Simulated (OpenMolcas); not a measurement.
**NH3 (ammonia): a chain of runs**

Aim: the energy (UHF/STO-3G), then a single-point energy (CASSCF(2,2)/STO-3G), then a single-point energy (CASPT2(2,2)/STO-3G), then the energy (SC-NEVPT2(2,2)/STO-3G), then a single-point energy (MRCI(2,2)/STO-3G) of NH3 (ammonia). 

The calculation is run with OpenMolcas 26.06.

**1. The structure to begin with**

The species is NH3 (4 atoms), meant as a singlet with charge 0. As SMILES, `N`. The N1–H3 distance was set to 1.772 Å, away from the relaxed value. At this shape a bond of the SMILES string is far longer than usual.

Bond lengths: N1–H2 1.013 Å, N1–H4 1.013 Å. Angles: H2–N1–H4 107.7°. A long bond or contact: N1–H3 1.772 Å.

**2. A single-point energy at UHF/STO-3G (run 1)**

Contents of coord.xyz:

```xyz
4

N      0.549729     0.650443     0.277878
H      1.109819     0.107143     0.923198
H     -0.891960    -0.300620    -0.118350
H      1.086079     0.765863    -0.573272
```

Contents of step1.inp:

```
* H3N Hartree-Fock
&GATEWAY
BASLIB = $CurrDir
COORD = coord.xyz
BASIS = STO-3G
GROUP = NoSym
&SEWARD
&SCF
UHF
SCRAMBLE = 0.25
PRORBITALS = 1 1
```

The basis set STO-3G is read from a file made from the Basis Set Exchange's data (not shown).

Launch:

```
$ export MOLCAS_MEM=1860
$ pymolcas step1.inp > step1.log
```

The program printed:

```text
--- Start Module: gateway ---
[...]
--- Stop Module: gateway /rc=_RC_ALL_IS_WELL_ ---
--- Start Module: seward ---
[...]
      Basis functions            8
--- Stop Module: seward /rc=_RC_ALL_IS_WELL_ ---
--- Start Module: scf ---
[...]
       Convergence after  16 Iterations
[...]
::    Total SCF energy                                -55.3097032635
[...]
      Total spin, S                                     0.5196158965
[...]
      Total electronic charge=   10.000000
      Total            charge=   -0.000000
[...]
      Dipole Moment (debye):
      Origin of the operator (angstrom)=    0.5293    0.5688    0.2422
                   X=  1.4674E+00               Y= -9.1526E-01               Z= -4.2619E-01           Total=  1.7811E+00
      Quadrupole Moment (debye*angstrom):
[...]
--- Stop Module: scf /rc=_RC_ALL_IS_WELL_ ---
[...]
```

It took 1.7 s on 1 thread of Arm Neoverse V1, shared host; peak memory 0.37 GiB.

**3. The energy at CASSCF(2,2)/STO-3G (run 2)**

coord.xyz is that of step 2.

Contents of step2.input:

```
>>> EXPORT MOLCAS_PRINT=2

&GATEWAY
 BasLib=$CurrDir
 Coord=coord.xyz
 Basis=STO-3G
 Group=NoSym

&SEWARD

&RASSCF
 FileOrb=$CurrDir/step1.UnaOrb
 Spin=1
 Nactel=2 0 0
 Inactive=4
 Ras2=2
 OrbListing=Nothing
 OrbAppear=Compact
```

The basis set STO-3G is read from a file made from the Basis Set Exchange's data (not shown).

Launch:

```
$ export MOLCAS_MEM=1860
$ pymolcas step2.input > step2.log
```

The program printed:

```text
--- Start Module: gateway ---
[...]
--- Stop Module: gateway /rc=_RC_ALL_IS_WELL_ ---
--- Start Module: seward ---
[...]
      Basis functions            8
--- Stop Module: seward /rc=_RC_ALL_IS_WELL_ ---
--- Start Module: rasscf ---
[...]
      Number of active orbitals                  2
[...]
      Spin quantum number                      0.0
[...]
      Active orbitals                            2
[...]
      Number of CSFs                             3
[...]
      Number of root(s) required                 1
[...]
      Convergence after 11 iterations
[...]
      printout of CI-coefficients larger than  0.05 for root  1
      energy=     -55.341830
      conf/sym  11     Coeff  Weight
             1  20  -0.92461 0.85490
             3  02   0.38092 0.14510
      Natural orbitals and occupation numbers for root  1
      sym 1:   1.709795   0.290205
      ************************************************************************************************************************
      *                                                    Final results                                                     *
[...]
::    RASSCF root number  1 Total energy:    -55.34183000
[...]
      Total electronic charge=   10.000000
      Total            charge=   -0.000000
[...]
      Dipole Moment (debye):
      Origin of the operator (angstrom)=    0.5293    0.5688    0.2422
                   X=  1.2233E+00               Y= -1.1185E+00               Z= -5.1183E-01           Total=  1.7348E+00
      Quadrupole Moment (debye*angstrom):
[...]
--- Stop Module: rasscf /rc=_RC_ALL_IS_WELL_ ---
[...]
```

It took 1.6 s on 1 thread of Arm Neoverse V1, shared host; peak memory 0.37 GiB.

**4. The energy at CASPT2(2,2)/STO-3G (run 3)**

coord.xyz is that of step 3.

Contents of step3.inp:

```
>>> EXPORT MOLCAS_PRINT=2
&GATEWAY
BasLib=$CurrDir
Coord=coord.xyz
Basis=STO-3G
Group=NoSym
&SEWARD
&RASSCF
FileOrb=$CurrDir/step2.RasOrb
Spin=1
Nactel=2 0 0
Inactive=4
Ras2=2
OrbListing=Nothing
OrbAppear=Compact
&CASPT2
Imaginary=0.1
Frozen=1
```

The basis set STO-3G is read from a file made from the Basis Set Exchange's data (not shown).

Launch:

```
$ export MOLCAS_MEM=1860
$ pymolcas step3.inp > step3.log
```

The program printed:

```text
--- Start Module: gateway ---
[...]
--- Stop Module: gateway /rc=_RC_ALL_IS_WELL_ ---
[...]
      Basis functions            8
[...]
--- Start Module: rasscf ---
[...]
      Number of active orbitals                  2
[...]
      Spin quantum number                      0.0
[...]
      Active orbitals                            2
[...]
      Number of CSFs                             3
[...]
      Number of root(s) required                 1
[...]
      Convergence after  4 iterations
[...]
      printout of CI-coefficients larger than  0.05 for root  1
      energy=     -55.341830
      conf/sym  11     Coeff  Weight
             1  20  -0.92461 0.85490
             3  02   0.38092 0.14510
      Natural orbitals and occupation numbers for root  1
      sym 1:   1.709795   0.290205
      ************************************************************************************************************************
      *                                                    Final results                                                     *
[...]
::    RASSCF root number  1 Total energy:    -55.34183000
[...]
      Total electronic charge=   10.000000
      Total            charge=   -0.000000
[...]
      Dipole Moment (debye):
      Origin of the operator (angstrom)=    0.5293    0.5688    0.2422
                   X=  1.2233E+00               Y= -1.1185E+00               Z= -5.1183E-01           Total=  1.7348E+00
      Quadrupole Moment (debye*angstrom):
[...]
--- Stop Module: rasscf /rc=_RC_ALL_IS_WELL_ ---
--- Start Module: caspt2 ---
[...]
      E2 (Variational):          -0.0347742021
      Total energy:             -55.3766042006
[...]
      Reference weight:           0.98620
[...]
::    CASPT2 Root  1     Total energy:    -55.37660420
[...]
--- Stop Module: caspt2 /rc=_RC_ALL_IS_WELL_ ---
[...]
```

Wall time 1.6 s (1 thread of Arm Neoverse V1, shared host); peak memory 0.37 GiB.

**5. The energy at SC-NEVPT2(2,2)/STO-3G (run 4)**

coord.xyz is that of step 4.

Contents of step4.input:

```
* H3N NEVPT2

&gateway
  baslib
  $CurrDir
  coord
  coord.xyz
  basis
  STO-3G
  group
  NoSym

&seward

&rasscf
  fileorb
  $CurrDir/step2.RasOrb
  spin
  1
  nactel
  2 0 0
  inactive
  4
  ras2
  2
  orblisting
  Nothing
  orbappear
  Compact

&caspt2
  sc-nevpt2
  frozen
  1
```

The basis set STO-3G is read from a file made from the Basis Set Exchange's data (not shown).

Launch:

```
$ export MOLCAS_MEM=1860
$ pymolcas step4.input > step4.log
```

The program printed:

```text
--- Start Module: gateway ---
[...]
--- Stop Module: gateway /rc=_RC_ALL_IS_WELL_ ---
[...]
      Basis functions            8
[...]
--- Start Module: rasscf ---
[...]
      Number of active orbitals                  2
[...]
      Spin quantum number                      0.0
[...]
      Active orbitals                            2
[...]
      Number of CSFs                             3
[...]
      Number of root(s) required                 1
[...]
      Convergence after  4 iterations
[...]
      printout of CI-coefficients larger than  0.05 for root  1
      energy=     -55.341830
      conf/sym  11     Coeff  Weight
             1  20  -0.92461 0.85490
             3  02   0.38092 0.14510
      Natural orbitals and occupation numbers for root  1
      sym 1:   1.709795   0.290205
      ************************************************************************************************************************
      *                                                    Final results                                                     *
[...]
::    RASSCF root number  1 Total energy:    -55.34183000
[...]
      Total electronic charge=   10.000000
      Total            charge=   -0.000000
[...]
      Dipole Moment (debye):
      Origin of the operator (angstrom)=    0.5293    0.5688    0.2422
                   X=  1.2233E+00               Y= -1.1185E+00               Z= -5.1183E-01           Total=  1.7348E+00
      Quadrupole Moment (debye*angstrom):
[...]
--- Stop Module: rasscf /rc=_RC_ALL_IS_WELL_ ---
--- Start Module: caspt2 ---
[...]
      E2 (Variational):          -0.0347446645
[...]
      E2 (Variational):          -0.0346812266
      Total energy:             -55.3765112251
[...]
      Reference weight:           0.98625
[...]
::    SC-NEVPT2 Root  1     Total energy:    -55.37651123
[...]
--- Stop Module: caspt2 /rc=_RC_ALL_IS_WELL_ ---
[...]
```

It took 1.6 s on 1 thread of Arm Neoverse V1, shared host; peak memory 0.37 GiB.

**6. A single-point energy at MRCI(2,2)/STO-3G (run 5)**

coord.xyz is that of step 5.

Contents of step5.input:

```
&GATEWAY
 BASLIB=$CurrDir
 COORD=coord.xyz
 BASIS=STO-3G
 GROUP=NoSym

&SEWARD

&RASSCF
 FILEORB=$CurrDir/step2.RasOrb
 SPIN=1
 NACTEL=2 0 0
 INACTIVE=4
 RAS2=2
 ORBLISTING=Nothing
 ORBAPPEAR=Compact

&MOTRA
 LUMORB
 FROZEN=1

&GUGA
 ELECTRONS=8
 SPIN=1
 INACTIVE=3
 ACTIVE=2
 CIALL=1

&MRCI
 SDCI
```

The basis set STO-3G is read from a file made from the Basis Set Exchange's data (not shown).

Launch:

```
$ export MOLCAS_MEM=1860
$ pymolcas step5.input > step5.log
```

The program printed:

```text
--- Start Module: gateway ---
[...]
--- Stop Module: gateway /rc=_RC_ALL_IS_WELL_ ---
[...]
      Basis functions            8
[...]
      Number of active orbitals                  2
[...]
      Spin quantum number                      0.0
[...]
      Active orbitals                            2
[...]
      Number of CSFs                             3
[...]
      Number of root(s) required                 1
[...]
      Convergence after  4 iterations
[...]
      printout of CI-coefficients larger than  0.05 for root  1
      energy=     -55.341830
      conf/sym  11     Coeff  Weight
             1  20  -0.92461 0.85490
             3  02   0.38092 0.14510
      Natural orbitals and occupation numbers for root  1
      sym 1:   1.709795   0.290205
      ************************************************************************************************************************
      *                                                    Final results                                                     *
[...]
::    RASSCF root number  1 Total energy:    -55.34183000
[...]
      Dipole Moment (debye):
      Origin of the operator (angstrom)=    0.5293    0.5688    0.2422
                   X=  1.2233E+00               Y= -1.1185E+00               Z= -5.1183E-01           Total=  1.7348E+00
      Quadrupole Moment (debye*angstrom):
[...]
--- Start Module: guga ---
[...]
--- Stop Module: guga /rc=_RC_ALL_IS_WELL_ ---
[...]
       (But an ACPF correction will be computed)
       USE THE DEFAULT ACPF G-VALUE GFAC=  0.25000000000000000
[...]
                      CI ENERGY:   -55.38976908
[...]
                ACPF CORRECTION:    -0.00099152
[...]
      Total electronic charge=   10.000000
      Total            charge=   -0.000000
[...]
     ACPF CORRECTION:     -0.00099152
[...]
  CI State   1     Total energy:    -55.38976908     QDav:     -0.00133121     QACPF:     -0.00099152
[...]
```

It took 1.7 s on 1 thread of Arm Neoverse V1, shared host; peak memory 0.37 GiB.

**7. Outcome**

| quantity | value |
| --- | --- |
| run 1, UHF/STO-3G: total energy | -55.30970 Eh |
| run 1, UHF/STO-3G: dipole moment | 1.78 D |
| run 1, UHF/STO-3G: HOMO energy | -8.93 eV |
| run 1, UHF/STO-3G: LUMO energy | 8.95 eV |
| run 1, UHF/STO-3G: HOMO–LUMO gap | 17.88 eV |
| run 1, UHF/STO-3G: ⟨S²⟩ | 0.790 |
| run 2, CASSCF(2,2)/STO-3G: total energy | -55.34183 Eh |
| run 2, CASSCF(2,2)/STO-3G: dipole moment (CASSCF density) | 1.73 D |
| run 3, CASPT2(2,2)/STO-3G: total energy | -55.37660 Eh |
| run 3, CASPT2(2,2)/STO-3G: dipole moment (CASSCF density) | 1.73 D |
| run 4, SC-NEVPT2(2,2)/STO-3G: total energy | -55.37651 Eh |
| run 4, SC-NEVPT2(2,2)/STO-3G: dipole moment (CASSCF density) | 1.73 D |
| run 5, MRCI(2,2)/STO-3G: total energy | -55.38977 Eh |
| run 5, MRCI(2,2)/STO-3G: dipole moment (CASSCF density) | 1.73 D |

What this shows: ⟨S²⟩ (run 1, UHF/STO-3G) is 0.79 where a pure singlet has 0.00: the reference is spin-contaminated. Mulliken charges (run 2, CASSCF(2,2)/STO-3G) run from -0.32 on N1 to +0.15 on H2. Mulliken charges (run 4, SC-NEVPT2(2,2)/STO-3G) of the CASSCF density run from -0.32 on N1 to +0.15 on H2; they depend strongly on the basis. Mulliken charges (run 5, MRCI(2,2)/STO-3G) of the CASSCF density run from -0.32 on N1 to +0.15 on H2.
